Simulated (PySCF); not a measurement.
He: ionisation energy

He 1s2 (1S) → He⁺ 1s1 (2S), as a difference of total energies. Calculation: PySCF 2.14, in x2c-QZVPPall (4s3p2d1f, 30 functions); scalar relativity by spin-free X2C-1e. Correlated levels: valence: nothing frozen. The calculations carry no spin-orbit coupling.

```json
{"method": "UHF", "ionisation energy (eV)": "23.450", "error (eV)": "-1.137"}
{"method": "LDA", "ionisation energy (eV)": "24.303", "error (eV)": "-0.284"}
{"method": "PBE", "ionisation energy (eV)": "24.468", "error (eV)": "-0.119"}
{"method": "PBE0", "ionisation energy (eV)": "24.450", "error (eV)": "-0.137"}
{"method": "r2SCAN", "ionisation energy (eV)": "24.622", "error (eV)": "+0.035"}
{"method": "M06", "ionisation energy (eV)": "24.771", "error (eV)": "+0.184"}
{"method": "TPSSh", "ionisation energy (eV)": "24.734", "error (eV)": "+0.147"}
{"method": "PW91", "ionisation energy (eV)": "24.576", "error (eV)": "-0.011"}
{"method": "TPSS", "ionisation energy (eV)": "24.748", "error (eV)": "+0.161"}
{"method": "MP2 (valence)", "ionisation energy (eV)": "24.414", "error (eV)": "-0.173"}
{"method": "SCS-MP2 (valence)", "ionisation energy (eV)": "24.607", "error (eV)": "+0.020"}
```

Reference: 24.587 eV (measured; NIST Atomic Spectra Database, ionization energies).

Errors of the correlated levels include the incompleteness of this basis.
